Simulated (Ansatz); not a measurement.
**Equilibrium lattice constant a of some cubic elemental metals**

Method: BLYP (Ansatz, an electronic-structure program, plane waves, PAW). References are measured values corrected to a static lattice. The table is a random draw of 10 from 24 solids with such references.

Values in Å.

```tsv
solid	reference	BLYP	error (%)
bcc Na	4.214	4.207	-0.17
bcc Mo	3.141	3.202	+1.94
fcc Sr	6.045¶	6.078	+0.55
fcc Rh	3.794	?	?
fcc Pb	4.902¶	5.182	+5.71
bcc Cs	6.039¶	6.290	+4.16
bcc Li	3.449¶	3.422	-0.78
fcc Au	4.062	4.268	+5.07
bcc V	3.021	3.025	+0.13
fcc Al	4.018	4.114	+2.39
```

Problem. Estimate the withheld BLYP value.

Solution. The errors of the other rows run from -0.78 % to +5.71 %, with a median of +1.94 %; carried to the reference 3.794 it gives 3.868 Å. The run gives 3.899 Å (+2.77 %), +0.80 % from the estimate; the row was drawn at random, and such an estimate is rough. Over these 10 solids the mean error is +2.18 %, the mean absolute error 2.37 % (median 2.17 %), and the worst case fcc Pb at +5.71 %; the value is too high in 8 of 10 cases. Over all 24, from unrounded values, the mean error is +2.21 % and the mean absolute error 2.31 % (median 2.08 %). Caveats on values not shown: the cell is over a tenth larger than the published one: the level's own overestimate first of all, though another phase or state, or a fault of the published cell, is possible (3); the commensurate order stands in for chromium's spin-density wave, and the size of the moments varies much between levels (1).

All these references are brought to a static lattice.

Spin–orbit coupling is left out, also for the solids with elements from indium on (fcc Pb, bcc Cs, fcc Au); its size isn't shown.

¶ marks references of a special kind: fcc Sr, 6.045 Å (measured, low-temperature or extrapolated to 0 K; zero-point anharmonic expansion removed; as tabulated in Csonka et al. (2009), arXiv:0903.4037); fcc Pb, 4.902 Å (measured, low-temperature or extrapolated to 0 K; zero-point anharmonic expansion removed, our sources range from 4.902 to 4.912; as tabulated in Csonka et al. (2009), arXiv:0903.4037); bcc Cs, 6.039 Å (measured, low-temperature or extrapolated to 0 K; zero-point anharmonic expansion removed; as tabulated in Csonka et al. (2009), arXiv:0903.4037); bcc Li, 3.449 Å (measured, low-temperature or extrapolated to 0 K; zero-point anharmonic expansion removed, our sources range from 3.443 to 3.453; as tabulated in Csonka et al. (2009), arXiv:0903.4037).

Differences are worked out from the printed values.

Caveats: the cell is over a tenth larger than the published one: the level's own overestimate first of all, though another phase or state, or a fault of the published cell, is possible (fcc Pb, fcc Au). Ansatz's density-functional and Hartree–Fock values are scalar-relativistic unless marked +SOC, with PAW data made under PBE.

Ansatz's runs of these crystals have no spin polarisation.

Not in this set, of the elemental metals with a reference value in our tables and a result at some level: 19 for a reference at room or unstated temperature; 1 for no value at BLYP (not run, a failed fit, an unstable or unbound cell, or a value held back for tests). These can be a level's best or worst cases. Solids without a released value at any level aren't counted. Layered and molecular crystals are counted apart. The metals Ce to Yb are counted apart.

References as tabulated in Mejia-Rodriguez and Trickey (2018), arXiv:1807.09216; Csonka et al. (2009), arXiv:0903.4037.
